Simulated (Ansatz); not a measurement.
Relaxation of CH₅BO (8 atoms, charge 0, multiplicity 1), to a largest force component of 0.03 eV/Å in at most 50 steps.

These are results of RKS r2SCAN-D4/def2-SVP (Ansatz), not measurements.

```xyz
8
Properties=species:S:1:pos:R:3
B -0.373 0.825 -0.788
C 1.102 -0.155 1.402
H 0.186 -0.656 1.750
H 1.937 -0.470 2.047
H 0.971 0.933 1.471
H 1.323 -0.419 0.354
O -1.279 -0.088 -0.588
H -1.191 -0.816 0.041
```

Question: Where does it end, and by what steps?

Answer: It converged. The force dipped under the threshold on the way, but the program's further checks kept it going. After 21 steps the energy has fallen by 0.235 eV; B1 moved furthest, 1.14 Å.

```tsv
step	energy less start (eV)	largest force component (eV/Å)	accepted
0	0.0000	0.439	yes
1	-0.1053	0.510	yes
2	-0.1542	0.604	yes
3	-0.1584	1.390	yes
4	-0.1911	0.225	yes
5	-0.1948	0.196	yes
6	-0.1806	0.991	no
7	-0.2024	0.091	yes
8	-0.2091	0.230	yes
9	-0.2152	0.514	yes
10	-0.2265	0.362	yes
11	-0.2292	0.262	yes
12	-0.2341	0.021	yes
13	-0.2314	0.391	no
14	-0.2346	0.035	yes
15	-0.2347	0.097	yes
16	-0.2350	0.039	yes
17	-0.2352	0.004	yes
18	-0.2308	0.595	no
19	-0.2353	0.030	yes
20	-0.2346	0.272	no
21	-0.2354	0.025	yes
```

```xyz
8
Properties=species:S:1:pos:R:3
B -1.398 0.962 -1.278
C 1.132 -0.269 1.520
H 0.166 -0.674 1.858
H 1.895 -0.553 2.256
H 1.081 0.826 1.453
H 1.421 -0.695 0.548
O -1.155 -0.156 -0.671
H -0.465 -0.288 0.002
```

Whether the end is a true minimum wasn't checked by a vibrational analysis.

Run time: 49 s on 1 thread of Intel(R) Xeon(R) Platinum 8488C (Sapphire Rapids), on a shared host, peak memory 0.15 GiB.
